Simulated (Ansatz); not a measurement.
**BFH2: two geometries relaxed**

Are the two ends of the reaction (reductive elimination) separate minima, and which lies lower? Each is relaxed from a guess. Meant to form: F2–H3; to break: B1–F2, B1–H3. The start is a guess near the saddle point, from which both ends are pulled out.

Method: RKS PBE/def2-SVPD, in Ansatz 0.2.0.

## Step 1: The system as given

Bond lengths: B1–F2 1.520 Å, B1–H4 1.190 Å. Angles: F2–B1–H4 155.3°.

Structure file:

```xyz
4

B     0.0000    0.0000    0.0000
F     0.8785    0.0000    1.2404
H     1.3883    0.0000    0.0683
H    -1.0305    0.0000   -0.5950
```

## Step 2: A restrained relaxation towards end A

Springs on the bonds that form and break draw the guess towards this end; the thresholds are loose.

input.yaml

```yaml
crystal:
  periodic: [false, false, false]
  atoms:
    - { symbol: B, position_ang: [0.0, 0.0, 0.0] }
    - { symbol: F, position_ang: [0.8785, 0.0, 1.2404] }
    - { symbol: H, position_ang: [1.3883, 0.0, 0.0683] }
    - { symbol: H, position_ang: [-1.0305, 0.0, -0.595] }
basis:
  gaussian: { orbitals: def2-SVPD }
hamiltonian:
  xc: pbe
relax:
  f_tol: 0.15
  max_steps: 25
  restrain:
    - { distance: [1, 2], at: 2.12, k: 30.0 }
    - { distance: [0, 1], at: 1.32, k: 30.0 }
    - { distance: [0, 2], at: 1.19, k: 30.0 }
```

Launch:

```sh
> ansatz run input.yaml --threads 1 --pin off --max-ram 2048MiB --backend cpu --events-out ev --progress --plain --runs-dir out
```

Output, shortened:

```text
Warning: RAYON_NUM_THREADS=1 ignored (pool sized by the plan → 1); use --threads N
[...]
Functional definition: PBE
[...]
472 factors; their error is unknown
[...]
mean field -3415.45596676 eV, -125.5156916991 hartree, gradient 1.6e-5 eV, S^2 0.000000; 0 other end points of the search recorded, 0 dependent functions left out
[...]
reference -3415.45600577 eV, -125.5156931328 hartree; 8, 8 occupied and 51, 51 virtual orbitals, 472 factors
relax step   1: F+E_penalty+E_count = -3415.45596676 eV  Δ(F+E_penalty+E_count) = +0.000e0 eV  max|allowed force component| = 6.297e0 eV/Å  E_restraint = 11.82999110 eV  max|allowed force component, restraints' pulls added| = 2.897e1 eV/Å  Δτ_max = 0.0000 Å  (27 SCF iters, accepted)
[...]
relax step   4: F+E_penalty+E_count = -3420.09878277 eV  Δ(F+E_penalty+E_count) = -5.074e-1 eV  max|allowed force component| = 4.665e-1 eV/Å  E_restraint = 0.01041807 eV  max|allowed force component, restraints' pulls added| = 7.029e-1 eV/Å  Δτ_max = 0.1717 Å  (30 SCF iters, accepted)
[...]
relax step   5: F+E_penalty+E_count = -3420.10706729 eV  Δ(F+E_penalty+E_count) = -8.285e-3 eV  max|allowed force component| = 4.535e-1 eV/Å  E_restraint = 0.00273290 eV  max|allowed force component, restraints' pulls added| = 1.183e-1 eV/Å  Δτ_max = 0.0386 Å  (26 SCF iters, accepted)
  distance F 1 - H 2 = 2.1304 Å
  distance B 0 - F 1 = 1.3264 Å
  distance B 0 - H 2 = 1.1957 Å
472 factors; their error is unknown
[...]
mean field -3420.10706729 eV, -125.6866164909 hartree, gradient 2.5e-5 eV, S^2 0.000000; 1 other end points of the search recorded, 0 dependent functions left out
[...]
reference -3420.10709866 eV, -125.6866176440 hartree; 8, 8 occupied and 51, 51 virtual orbitals, 472 factors
Total energy: -3420.10709866 eV, -125.6866176440 hartree
Atom 0 at     0.303931     0.000000     0.112984 Å, force    -0.168087     0.000000     0.005436 eV/Å
Atom 1 at     0.374624    -0.000000     1.437544 Å, force    -0.092458    -0.000000     0.453515 eV/Å
Atom 2 at     1.357289    -0.000000    -0.452717 Å, force     0.287252     0.000000    -0.375638 eV/Å
Atom 3 at    -0.799544    -0.000000    -0.384111 Å, force    -0.026707    -0.000000    -0.083313 eV/Å
Dipole moment:    -0.009914     0.000000    -0.147720 e Å
```

It took 5.2 s on 1 thread of Intel Xeon Platinum 8259CL at 2.50GHz (Skylake/Cascade Lake), shared host; peak memory 0.12 GiB.

The steps of the relaxation:

```csv
step,energy from step 1 (eV),largest force component (eV/Å)
1,0.0000,6.2965
2,-2.5297,4.6044
3,-4.1354,2.9154
4,-4.6428,0.4665
5,-4.6511,0.4535
```

Step 1 is the start. Energies and forces in the table leave out the springs, which the log lists apart; the run stops on the force with the springs' pull added.

After: Bond lengths: B1–F2 1.326 Å, B1–H3 1.196 Å, B1–H4 1.210 Å. Angles: F2–B1–H3 115.2°, F2–B1–H4 117.3°, H3–B1–H4 127.5°.

Pairs that crossed the distance rule for bonds on the way: came closer B1–H3.

## Step 3: End point A

It starts where the restrained run ended.

input.yaml

```yaml
crystal:
  periodic: [false, false, false]
  atoms:
    - { symbol: B, position_ang: [0.303931, 0.0, 0.112984] }
    - { symbol: F, position_ang: [0.374624, 0.0, 1.437544] }
    - { symbol: H, position_ang: [1.357289, 0.0, -0.452717] }
    - { symbol: H, position_ang: [-0.799544, 0.0, -0.384111] }
basis:
  gaussian: { orbitals: def2-SVPD }
hamiltonian:
  xc: pbe
relax:
  f_tol: 0.03
  max_steps: 50
```

Launch:

```sh
> ansatz run input.yaml --threads 1 --pin off --max-ram 2048MiB --backend cpu --events-out ev --progress --plain --runs-dir out
```

Output, shortened:

```text
Warning: RAYON_NUM_THREADS=1 ignored (pool sized by the plan → 1); use --threads N
[...]
Functional definition: PBE
[...]
472 factors; their error is unknown
[...]
mean field -3420.10706682 eV, -125.6866164739 hartree, gradient 4.6e-5 eV, S^2 0.000000; 0 other end points of the search recorded, 0 dependent functions left out
[...]
reference -3420.10709829 eV, -125.6866176303 hartree; 8, 8 occupied and 51, 51 virtual orbitals, 472 factors
relax step   1: F+E_penalty+E_count = -3420.10706682 eV  Δ(F+E_penalty+E_count) = +0.000e0 eV  max|allowed force component| = 4.535e-1 eV/Å  Δτ_max = 0.0000 Å  (23 SCF iters, accepted)
[...]
relax step   2: F+E_penalty+E_count = -3420.11633281 eV  Δ(F+E_penalty+E_count) = -9.266e-3 eV  max|allowed force component| = 1.379e-1 eV/Å  Δτ_max = 0.0183 Å  (26 SCF iters, accepted)
[...]
relax step   3: F+E_penalty+E_count = -3420.11724182 eV  Δ(F+E_penalty+E_count) = -9.090e-4 eV  max|allowed force component| = 6.826e-3 eV/Å  Δτ_max = 0.0076 Å  (26 SCF iters, accepted)
472 factors; their error is unknown
[...]
mean field -3420.11724182 eV, -125.6869903983 hartree, gradient 2.5e-5 eV, S^2 0.000000; 1 other end points of the search recorded, 0 dependent functions left out
[...]
reference -3420.11727332 eV, -125.6869915558 hartree; 8, 8 occupied and 51, 51 virtual orbitals, 472 factors
Total energy: -3420.11727332 eV, -125.6869915558 hartree
Atom 0 at     0.306798    -0.000000     0.123662 Å, force    -0.001118    -0.000000    -0.001403 eV/Å
Atom 1 at     0.362462     0.000000     1.457178 Å, force     0.000141     0.000000     0.006826 eV/Å
Atom 2 at     1.359941     0.000000    -0.478468 Å, force     0.001644     0.000000    -0.003160 eV/Å
Atom 3 at    -0.792900     0.000000    -0.388671 Å, force    -0.000667     0.000000    -0.002262 eV/Å
Dipole moment:    -0.006260     0.000000    -0.150194 e Å
```

Run time: 3.4 s. Hardware: 1 thread of Intel Xeon Platinum 8259CL at 2.50GHz (Skylake/Cascade Lake), shared host; peak memory 0.11 GiB.

The steps of the relaxation:

```csv
step,energy from step 1 (eV),largest force component (eV/Å)
1,0.0000,0.4535
2,-0.0093,0.1379
3,-0.0102,0.0068
```

Step 1 is the start.

After: Bond lengths: B1–F2 1.335 Å, B1–H3 1.213 Å, B1–H4 1.213 Å. Angles: F2–B1–H3 117.4°, F2–B1–H4 117.4°, H3–B1–H4 125.3°.

## Step 4: A restrained relaxation towards end B

Springs on the bonds that form and break draw the guess towards this end; the thresholds are loose.

input.yaml

```yaml
crystal:
  periodic: [false, false, false]
  atoms:
    - { symbol: B, position_ang: [0.0, 0.0, 0.0] }
    - { symbol: F, position_ang: [0.8785, 0.0, 1.2404] }
    - { symbol: H, position_ang: [1.3883, 0.0, 0.0683] }
    - { symbol: H, position_ang: [-1.0305, 0.0, -0.595] }
basis:
  gaussian: { orbitals: def2-SVPD }
hamiltonian:
  xc: pbe
relax:
  f_tol: 0.15
  max_steps: 25
  restrain:
    - { distance: [1, 2], at: 0.92, k: 30.0 }
    - { distance: [0, 1], at: 2.52, k: 30.0 }
    - { distance: [0, 2], at: 2.39, k: 30.0 }
output:
  orbitals: {}
```

Launch:

```sh
> ansatz run input.yaml --threads 1 --pin off --max-ram 2048MiB --backend cpu --events-out ev --progress --plain --runs-dir out
```

Output, shortened:

```text
Warning: RAYON_NUM_THREADS=1 ignored (pool sized by the plan → 1); use --threads N
[...]
Functional definition: PBE
[...]
472 factors; their error is unknown
[...]
mean field -3415.45596676 eV, -125.5156916991 hartree, gradient 1.6e-5 eV, S^2 0.000000; 0 other end points of the search recorded, 0 dependent functions left out
[...]
reference -3415.45600577 eV, -125.5156931328 hartree; 8, 8 occupied and 51, 51 virtual orbitals, 472 factors
relax step   1: F+E_penalty+E_count = -3415.45596676 eV  Δ(F+E_penalty+E_count) = +0.000e0 eV  max|allowed force component| = 6.297e0 eV/Å  E_restraint = 31.92534720 eV  max|allowed force component, restraints' pulls added| = 4.101e1 eV/Å  Δτ_max = 0.0000 Å  (27 SCF iters, accepted)
[...]
  distance F 1 - H 2 = 0.9341 Å
  distance B 0 - F 1 = 2.5228 Å
  distance B 0 - H 2 = 2.3821 Å
472 factors; their error is unknown
[...]
mean field -3415.01467508 eV, -125.4994745292 hartree, gradient 9.3e-6 eV, S^2 0.000000; 1 other end points of the search recorded, 0 dependent functions left out
[...]
reference -3415.01471362 eV, -125.4994759453 hartree; 8, 8 occupied and 51, 51 virtual orbitals, 472 factors
Total energy: -3415.01471362 eV, -125.4994759453 hartree
Atom 0 at    -0.235546     0.000000    -0.818058 Å, force     0.243229     0.000000     0.046950 eV/Å
Atom 1 at     1.141443    -0.000000     1.295841 Å, force    -0.316573    -0.000000     0.443992 eV/Å
Atom 2 at     1.710797     0.000000     0.555271 Å, force     0.101887     0.000000    -0.555430 eV/Å
Atom 3 at    -1.380395    -0.000000    -0.319354 Å, force    -0.028543    -0.000000     0.064488 eV/Å
Dipole moment:    -0.068311     0.000000    -0.071710 e Å
```

Run time: 9.2 s. Hardware: 1 thread of Intel Xeon Platinum 8259CL at 2.50GHz (Skylake/Cascade Lake), shared host; peak memory 0.11 GiB.

The steps of the relaxation:

```csv
step,energy from step 1 (eV),largest force component (eV/Å)
1,0.0000,6.2965
2,1.8792,10.2426
3,2.7957,11.0439
4,1.3357,6.1220
5,0.6291,0.8823
6,0.5060,0.4893
7,0.4582,0.6427
8x,0.4572,0.9533
9,0.4413,0.5554
```

Step 1 is the start. 1 step was tried and not accepted (marked x). Energies and forces in the table leave out the springs, which the log lists apart; the run stops on the force with the springs' pull added.

After: Bond lengths: F2–H3 0.934 Å, B1–H4 1.249 Å.

Pairs that crossed the distance rule for bonds on the way: came closer F2–H3; moved apart B1–F2.

## Step 5: End point B

It starts where the restrained run ended.

input.yaml

```yaml
crystal:
  periodic: [false, false, false]
  atoms:
    - { symbol: B, position_ang: [-0.235546, 0.0, -0.818058] }
    - { symbol: F, position_ang: [1.141443, 0.0, 1.295841] }
    - { symbol: H, position_ang: [1.710797, 0.0, 0.555271] }
    - { symbol: H, position_ang: [-1.380395, 0.0, -0.319354] }
basis:
  gaussian: { orbitals: def2-SVPD }
hamiltonian:
  xc: pbe
relax:
  f_tol: 0.03
  max_steps: 50
output:
  orbitals: {}
```

Launch:

```sh
> ansatz run input.yaml --threads 1 --pin off --max-ram 2048MiB --backend cpu --events-out ev --progress --plain --runs-dir out
```

Output, shortened:

```text
Warning: RAYON_NUM_THREADS=1 ignored (pool sized by the plan → 1); use --threads N
[...]
Functional definition: PBE
[...]
472 factors; their error is unknown
[...]
mean field -3415.01467508 eV, -125.4994745293 hartree, gradient 2.9e-5 eV, S^2 0.000000; 0 other end points of the search recorded, 0 dependent functions left out
[...]
reference -3415.01471364 eV, -125.4994759460 hartree; 8, 8 occupied and 51, 51 virtual orbitals, 472 factors
relax step   1: F+E_penalty+E_count = -3415.01467508 eV  Δ(F+E_penalty+E_count) = +0.000e0 eV  max|allowed force component| = 5.554e-1 eV/Å  Δτ_max = 0.0000 Å  (26 SCF iters, accepted)
[...]
relax step   4: F+E_penalty+E_count = -3415.17088417 eV  Δ(F+E_penalty+E_count) = +1.490e-2 eV  max|allowed force component| = 1.690e0 eV/Å  Δτ_max = 0.1953 Å  (34 SCF iters, rejected (line search))
[...]
relax step  15: F+E_penalty+E_count = -3420.11723578 eV  Δ(F+E_penalty+E_count) = -9.082e-5 eV  max|allowed force component| = 7.585e-3 eV/Å  Δτ_max = 0.0016 Å  (22 SCF iters, accepted)
472 factors; their error is unknown
mean field -3420.11723578 eV, -125.6869901763 hartree, gradient 1.1e-5 eV, S^2 0.000000; 1 other end points of the search recorded, 0 dependent functions left out
[...]
reference -3420.11726727 eV, -125.6869913334 hartree; 8, 8 occupied and 51, 51 virtual orbitals, 472 factors
Total energy: -3420.11726727 eV, -125.6869913334 hartree
Atom 0 at     0.300276    -0.000000     0.124353 Å, force     0.000835     0.000000     0.006445 eV/Å
Atom 1 at     0.514473     0.000000     1.442077 Å, force    -0.001590    -0.000000    -0.007585 eV/Å
Atom 2 at     1.274294     0.000000    -0.599170 Å, force    -0.002306    -0.000000     0.000636 eV/Å
Atom 3 at    -0.852745     0.000000    -0.253560 Å, force     0.003062    -0.000000     0.000503 eV/Å
Dipole moment:    -0.024172    -0.000000    -0.148646 e Å
```

It took 15 s on 1 thread of Intel Xeon Platinum 8259CL at 2.50GHz (Skylake/Cascade Lake), shared host; peak memory 0.12 GiB.

Relaxation path:

```csv
step,energy from step 1 (eV),largest force component (eV/Å)
1,0.0000,0.5554
2,-0.0802,0.4129
3,-0.1711,0.6772
4x,-0.1562,1.6901
5,-0.2225,0.2796
6,-0.2468,0.7864
7,-0.2936,1.0670
8,-0.4274,1.5732
9,-1.4491,3.1902
10,-3.0328,4.9294
11,-4.6355,2.0348
12,-4.9561,3.5093
13,-5.0920,0.5156
14,-5.1025,0.0902
15,-5.1026,0.0076
```

Step 1 is the start. 1 step was tried and not accepted (marked x).

After: Bond lengths: B1–F2 1.335 Å, B1–H3 1.213 Å, B1–H4 1.213 Å. Angles: F2–B1–H3 117.4°, F2–B1–H4 117.4°, H3–B1–H4 125.2°.

Pairs that crossed the distance rule for bonds on the way: came closer B1–F2, B1–H3; moved apart F2–H3.

## Step 6: Summary of results

| quantity | value |
| --- | --- |
| end A | 2 moves, 0.010 eV lower |
| end B | 13 moves, 5.103 eV lower |
| largest difference between the ends | 0.00 Å |
| end B relative to end A | +0.000 eV |

What this shows: Both starts fell into the same minimum (no atom differs by more than 0.00 Å), so from this start no second minimum was found and no band was run; another arrangement could still be one.
